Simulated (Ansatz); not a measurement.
**Reading a saddle point**

A first-order saddle point of MgH3ClO, singlet, PBE0-D4/def2-TZVP, with one imaginary mode of 1098i cm⁻¹:

Mg1  (-0.315, -0.483, -0.654)
H2  (-0.627, 1.347, -0.383)
Cl3  (-0.774, -2.143, -2.000)
H4  (0.005, 1.030, 0.423)
O5  (0.586, 0.098, 0.913)
H6  (1.125, 0.150, 1.702)
(Å)

Ansatz 0.2.0; basis: def2-TZVPP and def2-QZVPP; cores frozen in the correlated methods. The outer core shell of Li, Na, Mg and K is correlated. The def2 sets are not built for correlating such inner shells, so the correlated values are less sure here. Extrapolation: Hartree–Fock as exp(−7.88 √X), correlation as X^−2.97.

Which contacts change along the imaginary mode, and what lies on either side? (Judge from chemistry; the calculation decides.)

Computed: The step is MgHCl ([MgH][Cl]) + H₂O → MgHClO ([OH][Mg][Cl]) + H₂, with the molecules in contact on both sides. Shortening one way: Mg1–O5, H2–H4; lengthening the same way: Mg1–H2, H4–O5.
```tsv
pair	one side (Å)	saddle (Å)	other side (Å)
Mg1–O5	2.06	1.90	1.78
H2–H4	3.60	1.07	0.76
Mg1–H2	1.70	1.88	2.25
H4–O5	0.96	1.20	2.45
```

Which side is lower, and how far does the saddle lie above each? (Judge from chemistry; the value comes from the calculation.)

The calculation gives: The side with Mg1–O5, H2–H4 short is lower by 25.0 kJ/mol; the saddle lies 79.1 kJ/mol above it and 54.1 kJ/mol above the other (CCSD(T) at an estimated basis limit (MP2 extrapolated from triple and quadruple zeta, plus CCSD(T) − MP2 in triple zeta); electronic energies).

The T1 diagnostic stays at or below 0.011.

Labels in which every atom is bracketed show which atoms are joined, not bond orders.

For scale, one of the runs: CCSD(T)/def2-TZVPP, 147 basis functions, launched by `ansatz run in.yaml --threads 2 --pin off --events-out ev --progress --plain --max-ram 4352MiB`. Time: 31 s of wall clock on 2 CPU threads of an AMD EPYC 7R43; the host was shared. Peak host memory: 1 GiB.
